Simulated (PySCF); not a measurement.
Species: C4H3N.
Atom-mapped SMILES: `[CH3:1][C:2]#[C:3][C:4]#[N:5]` (hydrogens: H6, H7, H8 on C1)

Cartesian coordinates in Å at the PBE0-D3(BJ)/def2-SVP level; atoms count from 1:
```
atom  x, y, z in Å
C1    -1.5096    0.1459   -0.1079
C2    -0.0750    0.0071    0.0151
C3     1.1312   -0.1087    0.1132
C4     2.4942   -0.2410    0.2293
N5     3.6473   -0.3535    0.3294
H6    -1.8069    1.2030   -0.0277
H7    -1.8554   -0.2357   -1.0810
H8    -2.0257   -0.4170    0.6851
```

Computed with TDDFT wB97X-D/def2-SVPD, vertical, gas phase, core orbitals frozen in the response (PySCF).

Transition dipole moments from the ground state, in atomic units and in the frame of the coordinates above (overall signs are arbitrary), for the states with f of 0.002 or more among the lowest 10:

```csv
state,E (eV),μx,μy,μz
S5,7.869,0.031,-0.048,-0.180
S6,7.869,0.031,0.180,-0.044
S9,8.400,0.050,0.193,-0.212
S10,8.400,0.003,-0.215,-0.196
```

What oscillator strength does each state have?

f = (2/3) ΔE |μ|² with ΔE in hartree (27.2114 eV).

| state | \|μ\|² (au) | \|μ\| (D) | f |
| --- | --- | --- | --- |
| S5 | 0.036 | 0.48 | 0.007 |
| S6 | 0.035 | 0.48 | 0.007 |
| S9 | 0.085 | 0.74 | 0.017 |
| S10 | 0.085 | 0.74 | 0.017 |

What is the point group, and which symmetry does each of these states have?

C3v. Polarised across the main axis, so E: S5, S6, S9 and S10.

What peak molar absorption coefficient would the strongest computed level give as a lone Gaussian band 0.4 eV wide at half height?

ε(max) = 2.175×10⁸ f / FWHM, with the width in cm⁻¹. S9/S10 (f summed): 2.175×10⁸ × 0.0349 / 3226 ≈ 2400 L mol⁻¹ cm⁻¹.

S5/S6 and S9/S10 coincide within about 0.01 eV; within a degenerate level the directions of the single components are arbitrary.

The vertical ionisation energy (ΔSCF) is 10.65 eV, 2.25 eV above S10.

Time: 14 s of wall time (with the writing of density and orbital grids); peak memory 0.55 GiB. Hardware: an AMD EPYC 7B13 with one thread, shared host with 64 logical CPUs at a one-minute load of 9.1.
